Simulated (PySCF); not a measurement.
Gas-phase reaction: SO + SO3 = 2 SO2

Energies from PySCF (xtb for GFN2), thermal terms from the rigid-rotor harmonic-oscillator model, ideal gas at 1 bar. 'Table' is the NASA 1993 thermochemical table (part measured, part estimated). † marks an energy on the PBE0/def2-TZVP geometry and frequencies; other levels use their own. MP2 and CCSD(T) freeze the core. Open shells (unrestricted): SO (multiplicity 3); the rest are closed-shell singlets. GFN2 has no spin-polarisation term. MP2 isn't extrapolated to the basis-set limit; its ΔH°(298 K) is -188.1 kJ in def2-SVP and -203.0 kJ in def2-TZVPP. CCSD(T) isn't extrapolated to the basis-set limit; its ΔH°(298 K) is -177.3 kJ in def2-SVP and -185.8 kJ in def2-TZVPP. The harmonic model lacks anharmonicity and excited electronic states, which grow with temperature; levels with a mode under 35 cm⁻¹ are left out. The table's entry may be an old estimate for SO (not checked at source). Warning, large T1 diagnostic: SO2 (CCSD(T)/def2-SVP†).

```tsv
level	ΔH°(298 K), kJ	minus table	ΔG°(2000 K), kJ
table	-202.9	-	-232.8
BLYP/def2-TZVP†	-188.6	14.3	-217.7
CCSD(T)/def2-SVP†	-177.3	25.6	-206.5
GFN2-xTB	-262.8	-59.9	-287.8
HF/def2-TZVP†	-80.1	122.8	-109.2
MP2/def2-SVP†	-188.1	14.8	-217.2
MP2/def2-TZVPP†	-203.0	-0.1	-232.1
PBE/def2-SVP	-171.7	31.2	-199.1
PBE/def2-TZVP†	-179.2	23.7	-208.3
PBE0/def2-TZVP	-158.8	44.1	-187.9
r2SCAN/def2-TZVP†	-154.4	48.5	-183.5
ωB97M-V/def2-TZVP†	-190.4	12.5	-219.5
```
